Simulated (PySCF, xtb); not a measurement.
NaCl, SMILES [Na][Cl].

Harmonic wavenumbers (cm⁻¹) from xtb with GFN2-xTB at its own minimum, in rising order: 314.

Task: What does PBE0-D3(BJ)/def2-TZVPD run with PySCF 2.14.0 give at its own minimum? (An estimate is asked for; the answer gives what the named calculation found.)

Result: 361. Paired by order, the mean absolute difference is 47 cm⁻¹ and the zero-point energies are 0.4 and 0.5 kcal/mol.
